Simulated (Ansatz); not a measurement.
# BSiHCl (quartet): the correlation ladder, cc-pVDZ

The task here is to estimate one member of a computed series from the others.

The runs use Ansatz 0.2.0, Gaussian basis; cc-pVDZ, core rule «outside noble gas», up to 11 orbitals frozen.

To be run: UHF; CCSD(T) on ROHF; CCSD(T) on UHF; BCCD(T) on ROHF; CISD as a restricted active space (open shells left free, so some higher excitations enter); CCSDT(Q) on ROHF; CCSDT(Q) on UHF.

17 further runs of the same task are left out: 5 that didn't finish, 12 set aside as unsound or not needed. Runs told in other sessions of the task aren't counted.

## The geometry

The geometry is a PBE0/def2-TZVP stationary point (not a proven minimum) of the parent state, kept for this charge and spin.

4 atoms, charge 0, spin multiplicity 4.

Atoms are counted from 1 here; the program's logs count them from 0.

Bond lengths: B1–Si2 2.006 Å, Si2–Cl3 2.045 Å, Si2–H4 1.489 Å. Angles: B1–Si2–Cl3 126.7°, B1–Si2–H4 124.7°, Cl3–Si2–H4 108.6°.

The first run:

Contents of in.yaml:

```yaml
crystal:
  periodic: [false, false, false]
  atoms:
    - {symbol: B, position_ang: [0.000000, -0.774798, 2.297978]}
    - {symbol: Si, position_ang: [0.000000, 0.426352, 0.690864]}
    - {symbol: Cl, position_ang: [0.000000, -0.155923, -1.269218]}
    - {symbol: H, position_ang: [0.000000, 1.914765, 0.744971]}
basis:
  gaussian: {orbitals: cc-pVDZ}
magnetization: {spin_polarized: true, initial_magnetization: 3}
hamiltonian: {xc: hf}
output: {orbitals: {seedname: orbitals}}
```

The run is started by

```
> ansatz run in.yaml --threads 1 --pin off --events-out ev --progress --plain --max-ram 2393MiB
```

Steps of the session up to this table: UHF; CCSD(T) on ROHF; CCSD(T) on UHF; BCCD(T) on ROHF; CISD as a restricted active space (open shells left free, so some higher excitations enter); CCSDT(Q) on ROHF; CCSDT(Q) on UHF.

One of the session's tables, all rows but one given; the rest of the session is left out.

```
   method  from UCCSDT(Q) (meV)
     ROHF               +8257.1
      UHF               +8197.3
     RMP2               +1313.6
     UMP2               +1336.6
     CISD               +1094.3
    RCCSD                +309.4
    UCCSD                +307.3
 RCCSD(T)                 +63.2
 UCCSD(T)                     ?
  BCCD(T)                 +62.1
   RCCSDT                 +20.9
   UCCSDT                 +20.5
RCCSDT(Q)                  +1.4
UCCSDT(Q)                     0
```

Q: Estimate the row for UCCSD(T) from the others.

The run gave: from UCCSDT(Q) (meV): +63.4. In the column «from UCCSDT(Q) (meV)» it lies between RCCSD(T) (+63.2) and UCCSD (+307.3).

Caveats from the session: Restricted and unrestricted rows rest on different reference determinants; a gap between their highest levels can come from leftover correlation error, from unlike frozen cores or from another state.
